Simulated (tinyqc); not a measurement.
ROHF in the sto-6g basis, for CH2, spin multiplicity 3, step by step (part 1 of 2). Computed by tinyqc, a small Python program that keeps every step (integrals from PySCF). Settings: charge = 0, multiplicity = 3, basis = sto-6g, energy threshold = 1e-09, iteration cap = 80, orthogonalisation = symmetric, start = Wolfsberg-Helmholz matrix, DIIS depth = 0, method = ROHF. Command: `OMP_NUM_THREADS=1 python tinyqc.py 21491 21492 out.jsonl` (the two numbers bound the seeds that draw the settings). One thread of a shared host (Intel(R) Xeon(R) Processor @ 2.60GHz), about 0.1 s of CPU time with the checks. Later iterations appear only in the table of the cycle.

## One-electron integrals

Geometry (angstrom):
```
atom         x          y         z
C     0.000000   0.000000  0.000000
H     0.000000   1.053000  0.730000
H     0.000000  -1.038000  0.720000
```

Basis sto-6g: exponents (1/bohr^2) and contraction coefficients of normalised primitives:
```
element  l (shell)    exponent  coefficient
C            s (1)  742.737049     0.009164
C            s (1)  136.180025     0.049361
C            s (1)   38.098264     0.168538
C            s (1)   13.087782     0.370563
C            s (1)    5.082369     0.416492
C            s (1)    2.093200     0.130334
C            s (2)   30.497239    -0.013253
C            s (2)    6.036200    -0.046992
C            s (2)    1.876046    -0.033785
C            s (2)    0.721783     0.250242
C            s (2)    0.313471     0.595117
C            s (2)    0.143687     0.240706
C            p (3)   30.497239     0.003760
C            p (3)    6.036200     0.037679
C            p (3)    1.876046     0.173897
C            p (3)    0.721783     0.418036
C            p (3)    0.313471     0.425860
C            p (3)    0.143687     0.101708
H            s (1)   35.523221     0.009164
H            s (1)    6.513144     0.049361
H            s (1)    1.822143     0.168538
H            s (1)    0.625955     0.370563
H            s (1)    0.243077     0.416492
H            s (1)    0.100112     0.130334
```

Overlap, kinetic and nuclear-attraction integrals over the contracted functions; the nuclear repulsion is the sum of Za Zb / Rab.

nuclear repulsion = 5.24446220 hartree

overlap S, order 1C 1s, 1C 2s, 1C 2px, 1C 2py, 1C 2pz, 2H 1s, 3H 1s:
```
[[1.000000, 0.243228, 0.000000, 0.000000, 0.000000, 0.041705, 0.043462],
 [0.243228, 1.000000, 0.000000, 0.000000, 0.000000, 0.387599, 0.396793],
 [0.000000, 0.000000, 1.000000, 0.000000, 0.000000, 0.000000, 0.000000],
 [0.000000, 0.000000, 0.000000, 1.000000, 0.000000, 0.325847, -0.331522],
 [0.000000, 0.000000, 0.000000, 0.000000, 1.000000, 0.225896, 0.229957],
 [0.041705, 0.387599, 0.000000, 0.325847, 0.225896, 1.000000, 0.103532],
 [0.043462, 0.396793, 0.000000, -0.331522, 0.229957, 0.103532, 1.000000]]
```

kinetic energy T (hartree), order 1C 1s, 1C 2s, 1C 2px, 1C 2py, 1C 2pz, 2H 1s, 3H 1s:
```
[[16.068641, -0.492789, 0.000000, 0.000000, 0.000000, -0.009416, -0.009443],
 [-0.492789, 0.492405, 0.000000, 0.000000, 0.000000, 0.053867, 0.057988],
 [0.000000, 0.000000, 1.479234, 0.000000, 0.000000, 0.000000, 0.000000],
 [0.000000, 0.000000, 0.000000, 1.479234, 0.000000, 0.133613, -0.140228],
 [0.000000, 0.000000, 0.000000, 0.000000, 1.479234, 0.092628, 0.097268],
 [-0.009416, 0.053867, 0.000000, 0.133613, 0.092628, 0.768522, -0.012081],
 [-0.009443, 0.057988, 0.000000, -0.140228, 0.097268, -0.012081, 0.768522]]
```

nuclear attraction V (hartree), order 1C 1s, 1C 2s, 1C 2px, 1C 2py, 1C 2pz, 2H 1s, 3H 1s:
```
[[-34.839860, -3.820764, 0.000000, 0.000304, -0.014955, -0.736304, -0.767746],
 [-3.820764, -5.981890, 0.000000, 0.002616, -0.155076, -1.884789, -1.940679],
 [0.000000, 0.000000, -5.919919, 0.000000, 0.000000, 0.000000, 0.000000],
 [0.000304, 0.002616, 0.000000, -6.044986, 0.001389, -1.460405, 1.496297],
 [-0.014955, -0.155076, 0.000000, 0.001389, -5.980060, -1.043765, -1.069643],
 [-0.736304, -1.884789, 0.000000, -1.460405, -1.043765, -3.946088, -0.444148],
 [-0.767746, -1.940679, 0.000000, 1.496297, -1.069643, -0.444148, -3.979194]]
```

core Hamiltonian H = T + V (hartree), order 1C 1s, 1C 2s, 1C 2px, 1C 2py, 1C 2pz, 2H 1s, 3H 1s:
```
[[-18.771219, -4.313553, 0.000000, 0.000304, -0.014955, -0.745720, -0.777189],
 [-4.313553, -5.489484, 0.000000, 0.002616, -0.155076, -1.830922, -1.882691],
 [0.000000, 0.000000, -4.440684, 0.000000, 0.000000, 0.000000, 0.000000],
 [0.000304, 0.002616, 0.000000, -4.565752, 0.001389, -1.326793, 1.356070],
 [-0.014955, -0.155076, 0.000000, 0.001389, -4.500826, -0.951137, -0.972376],
 [-0.745720, -1.830922, 0.000000, -1.326793, -0.951137, -3.177565, -0.456229],
 [-0.777189, -1.882691, 0.000000, 1.356070, -0.972376, -0.456229, -3.210671]]
```

## Two-electron integrals

Functions are numbered as in S; the eight-fold symmetry (ij|kl) = (ji|kl) = (kl|ij) leaves the list below.

Two-electron integrals (ij|kl) in chemists' order, unique and non-zero (hartree):
```
(11|11) 3.543743    (21|11) 0.529462    (21|21) 0.100317    (22|11) 0.853596
(22|21) 0.199930    (22|22) 0.624844    (31|31) 0.021271    (32|31) 0.031868
(32|32) 0.138108    (33|11) 0.853598    (33|21) 0.199930    (33|22) 0.624843
(33|33) 0.673218    (41|41) 0.021271    (42|41) 0.031868    (42|42) 0.138108
(43|43) 0.036281    (44|11) 0.853598    (44|21) 0.199930    (44|22) 0.624843
(44|33) 0.600655    (44|44) 0.673218    (51|51) 0.021271    (52|51) 0.031868
(52|52) 0.138108    (53|53) 0.036281    (54|54) 0.036281    (55|11) 0.853598
(55|21) 0.199930    (55|22) 0.624843    (55|33) 0.600655    (55|44) 0.600655
(55|55) 0.673218    (61|11) 0.095446    (61|21) 0.017421    (61|22) 0.034194
(61|33) 0.034066    (61|41) 0.000940    (61|42) 0.001828    (61|44) 0.034326
(61|51) 0.000651    (61|52) 0.001267    (61|54) 0.000180    (61|55) 0.034191
(61|61) 0.003111    (62|11) 0.244479    (62|21) 0.058198    (62|22) 0.202304
(62|33) 0.197365    (62|41) 0.004867    (62|42) 0.033412    (62|44) 0.207372
(62|51) 0.003374    (62|52) 0.023163    (62|54) 0.006938    (62|55) 0.202174
(62|61) 0.010452    (62|62) 0.089324    (63|31) 0.006013    (63|32) 0.031384
(63|43) 0.006402    (63|53) 0.004438    (63|63) 0.010403    (64|11) 0.178763
(64|21) 0.043124    (64|22) 0.158592    (64|33) 0.150787    (64|41) 0.009073
(64|42) 0.055234    (64|44) 0.170757    (64|51) 0.002122    (64|52) 0.016534
(64|54) 0.009406    (64|55) 0.154231    (64|61) 0.008092    (64|62) 0.082974
(64|64) 0.086025    (65|11) 0.123929    (65|21) 0.029896    (65|22) 0.109945
(65|33) 0.104535    (65|41) 0.002122    (65|42) 0.016534    (65|44) 0.109502
(65|51) 0.007484    (65|52) 0.042846    (65|54) 0.009846    (65|55) 0.115798
(65|61) 0.005610    (65|62) 0.057522    (65|64) 0.052426    (65|65) 0.046747
(66|11) 0.408617    (66|21) 0.099139    (66|22) 0.392223    (66|33) 0.372184
(66|41) 0.009796    (66|42) 0.091531    (66|44) 0.412787    (66|51) 0.006791
(66|52) 0.063455    (66|54) 0.028148    (66|55) 0.391698    (66|61) 0.018058
(66|62) 0.226154    (66|64) 0.231292    (66|65) 0.160345    (66|66) 0.774999
(71|11) 0.099508    (71|21) 0.018160    (71|22) 0.035637    (71|33) 0.035503
(71|41) -0.000979   (71|42) -0.001904   (71|44) 0.035775    (71|51) 0.000679
(71|52) 0.001320    (71|54) -0.000188   (71|55) 0.035634    (71|61) 0.003147
(71|62) 0.010211    (71|64) 0.007217    (71|65) 0.005492    (71|66) 0.017337
(71|71) 0.003380    (72|11) 0.251880    (72|21) 0.059945    (72|22) 0.208015
(72|33) 0.202959    (72|41) -0.005012   (72|42) -0.034248   (72|44) 0.213200
(72|51) 0.003477    (72|52) 0.023756    (72|54) -0.007103   (72|55) 0.207886
(72|61) 0.010091    (72|62) 0.064657    (72|64) 0.043642    (72|65) 0.040567
(72|66) 0.126318    (72|71) 0.011219    (72|72) 0.093923    (73|31) 0.006233
(73|32) 0.032421    (73|43) -0.006583   (73|53) 0.004566    (73|63) 0.007030
(73|73) 0.011023    (74|11) -0.183117   (74|21) -0.044168   (74|22) -0.162175
(74|33) -0.154174   (74|41) 0.009374    (74|42) 0.056774    (74|44) -0.174656
(74|51) -0.002179   (74|52) -0.016893   (74|54) 0.009641    (74|55) -0.157694
(74|61) -0.007087   (74|62) -0.043302   (74|64) -0.023252   (74|65) -0.026686
(74|66) -0.079704   (74|71) -0.008641   (74|72) -0.086794   (74|74) 0.089721
(75|11) 0.127018    (75|21) 0.030637    (75|22) 0.112491    (75|33) 0.106941
(75|41) -0.002179   (75|42) -0.016893   (75|44) 0.112017    (75|51) 0.007744
(75|52) 0.044138    (75|54) -0.010103   (75|55) 0.118515    (75|61) 0.005403
(75|62) 0.040429    (75|64) 0.026786    (75|65) 0.031852    (75|66) 0.083379
(75|71) 0.005994    (75|72) 0.060204    (75|74) -0.054588   (75|75) 0.048888
(76|11) 0.055566    (76|21) 0.013302    (76|22) 0.048460    (76|33) 0.047056
(76|41) 0.000005    (76|42) 0.000053    (76|44) 0.048363    (76|51) 0.001240
(76|52) 0.009279    (76|54) 0.000015    (76|55) 0.049962    (76|61) 0.002336
(76|62) 0.019492    (76|64) 0.015791    (76|65) 0.013756    (76|66) 0.046986
(76|71) 0.002433    (76|72) 0.019927    (76|74) -0.016014   (76|75) 0.014011
(76|76) 0.005343    (77|11) 0.414107    (77|21) 0.100453    (77|22) 0.396572
(77|33) 0.376191    (77|41) -0.010023   (77|42) -0.092943   (77|44) 0.417472
(77|51) 0.006953    (77|52) 0.064469    (77|54) -0.028634   (77|55) 0.396053
(77|61) 0.016852    (77|62) 0.124139    (77|64) 0.078872    (77|65) 0.082268
(77|66) 0.252434    (77|71) 0.019078    (77|72) 0.232762    (77|74) -0.236949
(77|75) 0.164358    (77|76) 0.046986    (77|77) 0.774999
```

## Orthogonalisation

S = U s U^T; symmetric (Loewdin) form X = U s^(-1/2) U^T, so that X^T S X = 1.

eigenvalues of S: [0.384916, 0.480833, 0.870408, 1.000000, 1.103669, 1.415849, 1.744326]

X, order 1C 1s, 1C 2s, 1C 2px, 1C 2py, 1C 2pz, 2H 1s, 3H 1s:
```
[[1.025114, -0.142315, 0.000000, 0.000240, -0.009034, 0.020721, 0.021047],
 [-0.142315, 1.179576, 0.000000, -0.003492, 0.088781, -0.244244, -0.253113],
 [0.000000, 0.000000, 1.000000, 0.000000, 0.000000, 0.000000, 0.000000],
 [0.000240, -0.003492, 0.000000, 1.108187, -0.001786, -0.208669, 0.214589],
 [-0.009034, 0.088781, 0.000000, -0.001786, 1.050407, -0.139580, -0.143854],
 [0.020721, -0.244244, 0.000000, -0.208669, -0.139580, 1.151792, -0.018886],
 [0.021047, -0.253113, 0.000000, 0.214589, -0.143854, -0.018886, 1.160177]]
```

## Starting guess

The start is the generalised Wolfsberg-Helmholz matrix (K = 1.75) built on H; D(s) = C_occ C_occ^T for each spin.

D(alpha) at the start, order 1C 1s, 1C 2s, 1C 2px, 1C 2py, 1C 2pz, 2H 1s, 3H 1s:
```
[[1.032862, -0.130838, 0.000000, -0.001229, 0.062479, -0.075653, -0.077176],
 [-0.130838, 0.582122, 0.000000, 0.004942, -0.224305, 0.190536, 0.193071],
 [0.000000, 0.000000, 1.000000, 0.000000, 0.000000, 0.000000, 0.000000],
 [-0.001229, 0.004942, 0.000000, 0.615509, 0.002123, 0.202794, -0.201236],
 [0.062479, -0.224305, 0.000000, 0.002123, 0.897517, 0.069975, 0.070969],
 [-0.075653, 0.190536, 0.000000, 0.202794, 0.069975, 0.154226, 0.023830],
 [-0.077176, 0.193071, 0.000000, -0.201236, 0.070969, 0.023830, 0.158732]]
```

D(beta) at the start, order 1C 1s, 1C 2s, 1C 2px, 1C 2py, 1C 2pz, 2H 1s, 3H 1s:
```
[[1.013929, -0.065720, 0.000000, -0.000945, -0.059778, -0.071348, -0.072960],
 [-0.065720, 0.358150, 0.000000, 0.003968, 0.196194, 0.175731, 0.178572],
 [0.000000, 0.000000, 0.000000, 0.000000, 0.000000, 0.000000, 0.000000],
 [-0.000945, 0.003968, 0.000000, 0.615505, 0.003953, 0.202730, -0.201299],
 [-0.059778, 0.196194, 0.000000, 0.003953, 0.108044, 0.097772, 0.098190],
 [-0.071348, 0.175731, 0.000000, 0.202730, 0.097772, 0.153247, 0.022872],
 [-0.072960, 0.178572, 0.000000, -0.201299, 0.098190, 0.022872, 0.157793]]
```

## Iteration 1: building the Fock matrix

J_ij = sum D_kl (ij|kl) with D = D(alpha) + D(beta), K_ij = sum D_kl (ik|jl) for each spin; F = H + J - K(s); E = tr D H + tr D J / 2 - 0.5 sum_s tr D(s) K(s) + E_nn.

Coulomb J (hartree), order 1C 1s, 1C 2s, 1C 2px, 1C 2py, 1C 2pz, 2H 1s, 3H 1s:
```
[[11.557738, 2.110404, 0.000000, -0.000041, 0.015994, 0.371706, 0.387469],
 [2.110404, 5.145248, 0.000000, -0.000972, 0.123364, 1.676191, 1.724498],
 [0.000000, 0.000000, 5.103021, 0.000000, 0.000000, 0.000000, 0.000000],
 [-0.000041, -0.000972, 0.000000, 5.196311, -0.000408, 1.315650, -1.346720],
 [0.015994, 0.123364, 0.000000, -0.000408, 5.136414, 0.935176, 0.957705],
 [0.371706, 1.676191, 0.000000, 1.315650, 0.935176, 3.344164, 0.402930],
 [0.387469, 1.724498, 0.000000, -1.346720, 0.957705, 0.402930, 3.382309]]
```

exchange K(alpha) (hartree), order 1C 1s, 1C 2s, 1C 2px, 1C 2py, 1C 2pz, 2H 1s, 3H 1s:
```
[[3.619481, 0.621216, 0.000000, -0.000059, 0.004509, 0.113755, 0.118503],
 [0.621216, 0.967173, 0.000000, 0.000205, -0.045156, 0.384170, 0.393738],
 [0.000000, 0.000000, 0.854950, 0.000000, 0.000000, 0.000000, 0.000000],
 [-0.000059, 0.000205, 0.000000, 0.786031, -0.000227, 0.291809, -0.296589],
 [0.004509, -0.045156, 0.000000, -0.000227, 0.845482, 0.183712, 0.187685],
 [0.113755, 0.384170, 0.000000, 0.291809, 0.183712, 0.458776, 0.103540],
 [0.118503, 0.393738, 0.000000, -0.296589, 0.187685, 0.103540, 0.472428]]
```

exchange K(beta) (hartree), order 1C 1s, 1C 2s, 1C 2px, 1C 2py, 1C 2pz, 2H 1s, 3H 1s:
```
[[3.561490, 0.571236, 0.000000, -0.000043, -0.002511, 0.103362, 0.107699],
 [0.571236, 0.595490, 0.000000, -0.000504, 0.257147, 0.327512, 0.335463],
 [0.000000, 0.000000, 0.124600, 0.000000, 0.000000, 0.000000, 0.000000],
 [-0.000043, -0.000504, 0.000000, 0.691718, 0.000916, 0.279551, -0.284115],
 [-0.002511, 0.257147, 0.000000, 0.000916, 0.260847, 0.192884, 0.196593],
 [0.103362, 0.327512, 0.000000, 0.279551, 0.192884, 0.441494, 0.091774],
 [0.107699, 0.335463, 0.000000, -0.284115, 0.196593, 0.091774, 0.454078]]
```

F(alpha) (hartree), order 1C 1s, 1C 2s, 1C 2px, 1C 2py, 1C 2pz, 2H 1s, 3H 1s:
```
[[-10.832962, -2.824366, 0.000000, 0.000322, -0.003470, -0.487770, -0.508223],
 [-2.824366, -1.311409, 0.000000, 0.001439, 0.013445, -0.538902, -0.551931],
 [0.000000, 0.000000, -0.192613, 0.000000, 0.000000, 0.000000, 0.000000],
 [0.000322, 0.001439, 0.000000, -0.155472, 0.001207, -0.302951, 0.305939],
 [-0.003470, 0.013445, 0.000000, 0.001207, -0.209894, -0.199673, -0.202356],
 [-0.487770, -0.538902, 0.000000, -0.302951, -0.199673, -0.292177, -0.156840],
 [-0.508223, -0.551931, 0.000000, 0.305939, -0.202356, -0.156840, -0.300790]]
```

F(beta) (hartree), order 1C 1s, 1C 2s, 1C 2px, 1C 2py, 1C 2pz, 2H 1s, 3H 1s:
```
[[-10.774972, -2.774385, 0.000000, 0.000306, 0.003550, -0.477377, -0.497419],
 [-2.774385, -0.939726, 0.000000, 0.002147, -0.288858, -0.482243, -0.493656],
 [0.000000, 0.000000, 0.537736, 0.000000, 0.000000, 0.000000, 0.000000],
 [0.000306, 0.002147, 0.000000, -0.061159, 0.000064, -0.290694, 0.293465],
 [0.003550, -0.288858, 0.000000, 0.000064, 0.374741, -0.208845, -0.211263],
 [-0.477377, -0.482243, 0.000000, -0.290694, -0.208845, -0.274895, -0.145073],
 [-0.497419, -0.493656, 0.000000, 0.293465, -0.211263, -0.145073, -0.282441]]
```

total energy of this density = -38.55303473 hartree

## Iteration 1: Roothaan effective Fock matrix

With projectors Pc = D(beta) S, Po = (D(alpha) - D(beta)) S, Pv = 1 - D(alpha) S, the block xy is Px^T F Py; with Fc = (F(alpha) + F(beta))/2, the blocks are Fc for cc, oo, vv and cv, F(beta) for co and F(alpha) for ov.

effective F (hartree), order 1C 1s, 1C 2s, 1C 2px, 1C 2py, 1C 2pz, 2H 1s, 3H 1s:
```
[[-10.804527, -2.793284, 0.000000, 0.000347, -0.012525, -0.482969, -0.503239],
 [-2.793284, -1.104472, 0.000000, 0.001750, -0.152051, -0.497065, -0.509248],
 [0.000000, 0.000000, 0.172562, 0.000000, 0.000000, 0.000000, 0.000000],
 [0.000347, 0.001750, 0.000000, -0.108316, 0.000831, -0.296765, 0.299760],
 [-0.012525, -0.152051, 0.000000, 0.000831, 0.061587, -0.229047, -0.231748],
 [-0.482969, -0.497065, 0.000000, -0.296765, -0.229047, -0.282846, -0.150305],
 [-0.503239, -0.509248, 0.000000, 0.299760, -0.231748, -0.150305, -0.291004]]
```

## Iteration 1: diagonalisation and new density

Diagonalise F' = X^T F X, C = X C', fill 5 alpha and 3 beta electrons from the bottom; D(s) = C_occ C_occ^T. Each column has its largest component positive (the first on a tie).

F' = X^T F X (hartree):
```
[[-10.597993, -1.473532, 0.000000, 0.000559, -0.021784, -0.044117, -0.049453],
 [-1.473532, -0.361886, 0.000000, -0.003760, 0.017246, -0.346539, -0.357313],
 [0.000000, 0.000000, 0.172562, 0.000000, 0.000000, 0.000000, 0.000000],
 [0.000559, -0.003760, 0.000000, 0.134557, -0.002384, -0.352516, 0.358875],
 [-0.021784, 0.017246, 0.000000, -0.002384, 0.177159, -0.242450, -0.247805],
 [-0.044117, -0.346539, 0.000000, -0.352516, -0.242450, 0.045112, -0.049896],
 [-0.049453, -0.357313, 0.000000, 0.358875, -0.247805, -0.049896, 0.051975]]
```

orbital energies (hartree): [-10.807635, -0.626612, -0.386833, 0.042602, 0.172562, 0.602135, 0.625268]

coefficients C, order 1C 1s, 1C 2s, 1C 2px, 1C 2py, 1C 2pz, 2H 1s, 3H 1s:
```
[[0.995289, -0.185658, -0.001145, -0.160068, 0.000000, 0.127457, 0.071623],
 [0.020305, 0.595716, 0.006195, 0.710222, 0.000000, -0.718385, -0.409204],
 [0.000000, 0.000000, 0.000000, 0.000000, 1.000000, 0.000000, 0.000000],
 [-0.000102, -0.003405, 0.554022, 0.003203, 0.000000, -0.481530, 0.882525],
 [0.003232, 0.213814, 0.002697, -0.706352, 0.000000, -0.681712, -0.376962],
 [-0.004313, 0.331899, 0.455322, -0.249732, 0.000000, 0.996582, -0.277587],
 [-0.004452, 0.340534, -0.446521, -0.247530, 0.000000, 0.302296, 1.004788]]
```

D(alpha) after iteration 1, order 1C 1s, 1C 2s, 1C 2px, 1C 2py, 1C 2pz, 2H 1s, 3H 1s:
```
[[1.050691, -0.204081, 0.000000, -0.000616, 0.076582, -0.026459, -0.027521],
 [-0.204081, 0.859744, 0.000000, 0.003677, -0.374212, 0.023086, 0.024204],
 [0.000000, 0.000000, 1.000000, 0.000000, 0.000000, 0.000000, 0.000000],
 [-0.000616, 0.003677, 0.000000, 0.306962, -0.001497, 0.250329, -0.249335],
 [0.076582, -0.374212, 0.000000, -0.001497, 0.544667, 0.248577, 0.246436],
 [-0.026459, 0.023086, 0.000000, 0.250329, 0.248577, 0.379860, -0.028453],
 [-0.027521, 0.024204, 0.000000, -0.249335, 0.246436, -0.028453, 0.376636]]
```

D(beta) after iteration 1, order 1C 1s, 1C 2s, 1C 2px, 1C 2py, 1C 2pz, 2H 1s, 3H 1s:
```
[[1.025070, -0.090397, 0.000000, -0.000104, -0.036483, -0.066433, -0.067143],
 [-0.090397, 0.355328, 0.000000, 0.001402, 0.127455, 0.200451, 0.200005],
 [0.000000, 0.000000, 0.000000, 0.000000, 0.000000, 0.000000, 0.000000],
 [-0.000104, 0.001402, 0.000000, 0.306952, 0.000766, 0.251129, -0.248542],
 [-0.036483, 0.127455, 0.000000, 0.000766, 0.045734, 0.072179, 0.071592],
 [-0.066433, 0.200451, 0.000000, 0.251129, 0.072179, 0.317494, -0.090269],
 [-0.067143, 0.200005, 0.000000, -0.248542, 0.071592, -0.090269, 0.315365]]
```
